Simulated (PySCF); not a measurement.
Cartesian coordinates in Å; atom numbers follow the order of the lines, from 1:
```xyz
7

F    -0.6313   -1.4551   -0.4862
P     0.0090    0.0163   -0.0639
F     1.5182   -0.6675    0.0251
F     0.6367    1.4635    0.4506
F    -1.5136    0.6757   -0.0586
F    -0.2140   -0.3895    1.5032
H     0.1982    0.3615   -1.3973
```

Total charge -1.

Geometry: GFN2-xTB; GIAO shifts from PySCF, gas phase, non-relativistic, averaged over equivalent atoms.

At LDA/3-21G (60 basis functions, 2.3 s wall time on 1 thread of an Arm Neoverse V1, shared host):
```json
{"atoms": "F1/F5", "δ (ppm)": "-126.2"}
{"atoms": "F4", "δ (ppm)": "-126.2"}
{"atoms": "F3", "δ (ppm)": "-126.2"}
{"atoms": "F6", "δ (ppm)": "-126.5"}
{"atoms": "P2", "δ (ppm)": "189.8"}
{"atoms": "H7", "δ (ppm)": "6.27"}
```

Scale: $^{19}$F (σ = 151.79 ppm) vs CFCl3; PH3 for $^{31}$P (σ = 665.58 ppm); $^{1}$H (σ = 32.72 ppm) vs TMS (reference shieldings calculated alike).

Problem. Predict the values at PBE0/pcSseg-1 on the same geometry.

Solution. 
| atoms | δ at PBE0/pcSseg-1 | change |
| --- | --- | --- |
| F1/F5 | -70.1 | +56.1 |
| F4 | -70.1 | +56.1 |
| F3 | -70.1 | +56.1 |
| F6 | -79.4 | +47.1 |
| P2 | -120.8 | -310.6 |
| H7 | 5.99 | -0.28 |

δ = σ(ref) − σ, references computed at the same level: $^{19}$F (170.95 ppm) vs CFCl3; $^{31}$P (318.38 ppm) against H3PO4; TMS for $^{1}$H (31.72 ppm).

The largest change is at P2 (phosphorus bonded to 5 F, H). Cost: 114 basis functions, 6.7 s wall time on 1 thread of an Arm Neoverse V1, shared host.

Unscaled 19F shifts against computed CFCl3 carry errors that often reach 10 to 50 ppm.
